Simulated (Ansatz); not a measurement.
# BSiO+ (triplet): from Hartree-Fock to the top rungs, cc-pVDZ

An exercise on one series of results from a longer session: the logs are not shown, and one member is left open.

Program: Ansatz 0.2.0, Gaussian basis. Level of theory: cc-pVDZ, core rule «outside noble gas», up to 7 orbitals frozen. These are calculated values, not measurements.

The runs, in order: UHF; CCSD(T) on ROHF; CCSD(T) on UHF; BCCD(T) on ROHF; CISD; CCSDT(Q) on ROHF; CCSDT(Q) on UHF; CASSCF and MRCISD+Q, 10 electrons in 11 orbitals; CASSCF and NEVPT2, 10 electrons in 11 orbitals.

29 further runs of the same task are left out: 6 for a known fault of the program, 8 that didn't finish, 15 set aside as unsound or not needed.

## What is computed

The geometry is a PBE0/def2-TZVP stationary point (not a proven minimum) of the parent state, kept for this charge and spin.

3 atoms, charge 1, spin multiplicity 3.

Atoms are counted from 1 here; the program's logs count them from 0.

Bond lengths: B1–O2 1.292 Å, O2–Si3 1.680 Å. Angles: B1–O2–Si3 180.0°.

The first run:

The input, in.yaml:

```yaml
crystal:
  periodic: [false, false, false]
  atoms:
    - {symbol: B, position_ang: [0.000000, 0.000000, -1.421400]}
    - {symbol: O, position_ang: [0.000000, 0.000000, -0.129200]}
    - {symbol: Si, position_ang: [0.000000, 0.000000, 1.550600]}
basis:
  gaussian: {orbitals: cc-pVDZ}
total_charge: 1
magnetization: {spin_polarized: true, initial_magnetization: 2}
hamiltonian: {xc: hf}
output: {orbitals: {seedname: orbitals}}
```

Launch:

```
> ansatz run in.yaml --threads 1 --pin off --events-out ev --progress --plain --max-ram 2393MiB
```

Among the steps run: UHF; CCSD(T) on ROHF; CCSD(T) on UHF; BCCD(T) on ROHF; CISD; CCSDT(Q) on ROHF; CCSDT(Q) on UHF; CASSCF and MRCISD+Q, 10 electrons in 11 orbitals; CASSCF and NEVPT2, 10 electrons in 11 orbitals.

One of the session's tables, all rows but one given; the rest of the session is left out.

It belongs to the step «Misses and costs». 

| method | from UCCSDT(Q) (kcal/mol) |
| --- | --- |
| ROHF | +197.79 |
| UHF | +193.13 |
| RMP2 | +21.91 |
| UMP2 | +21.29 |
| CISD | +25.21 |
| RCCSD | +8.19 |
| UCCSD | +8.06 |
| RCCSD(T) | +1.41 |
| UCCSD(T) | +1.48 |
| BCCD(T) | +1.44 |
| RCCSDT | ? |
| UCCSDT | +0.70 |
| RCCSDT(Q) | +0.19 |
| UCCSDT(Q) | 0 |
| CASSCF valence | +114.33 |
| NEVPT2 valence | +25.96 |
| MRCISD valence | +10.27 |
| MRCISD+Q valence | +3.90 |

Q: Estimate the row for RCCSDT from the others.

As computed: from UCCSDT(Q) (kcal/mol): +0.68. In the column «from UCCSDT(Q) (kcal/mol)» it lies between RCCSDT(Q) (+0.19) and UCCSDT (+0.70).

Caveats from the session: Restricted and unrestricted rows rest on different reference determinants; where their highest levels disagree by more than a few hundredths of an eV, they describe different states and don't form one ladder.
